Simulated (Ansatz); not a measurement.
HBBe, singlet: reading a ladder of total energies

Geometry: a point of a stretch scan, not a stationary point.

```xyz
3

B     0.0000   -0.2788    0.6982
Be    0.0000    0.0028   -1.1974
H     0.0000    2.9660    3.2174
```

Basis cc-pVDZ; Ansatz 0.2.0. Correlated methods freeze the noble-gas cores, which leaves 6 electrons in 31 orbitals. R marks a restricted (for open shells ROHF) determinant.

Full CI is exact within this basis and frozen core; it isn't the basis-set limit.

RHF is unstable: UHF (⟨S²⟩ = 1.91) lies 4.96 eV below the lowest RHF solution. Higher spins weren't run at this geometry and may lie near or lower.

RCCSD has a T1 diagnostic of 0.198 and a largest doubles amplitude of 0.62.

Runs differ by some tens of microhartree through their thresholds, so steps under 0.03 kcal/mol mean nothing.

```csv
level,total energy (hartree)
RHF,-39.458433
RMP2,-39.621892
RCCSD*,-39.702210
RCCSD(T)*,-39.756740
RCCSDT*,-39.732095
RCCSDT(Q)*,-39.750300
full CI,-39.733066
```

**Question.** What is the correlation energy at full CI, and what share of it do RMP2 and RCCSDT recover?

**Answer.** E(corr) = -39.733066 − (-39.458433) = -0.274633 hartree = -7.473 eV. RMP2: -0.163459 / -0.274633 = 59.52 %. RCCSDT: -0.273662 / -0.274633 = 99.65 %.

**Question.** By how many kcal/mol does RCCSD(T) miss full CI (1 hartree = 627.509 kcal/mol), and which steps make up the rest?

**Answer.** -39.756740 − (-39.733066) = -0.023674 hartree = -14.86 kcal/mol. Steps: RCCSDT − RCCSD(T) = 15.46, RCCSDT(Q) − RCCSDT = -11.42, full CI − RCCSDT(Q) = 10.81 kcal/mol. With more than one leading determinant such errors change with state and geometry, and needn't cancel in differences.

An asterisk marks runs whose energy the program itself flagged as in doubt.
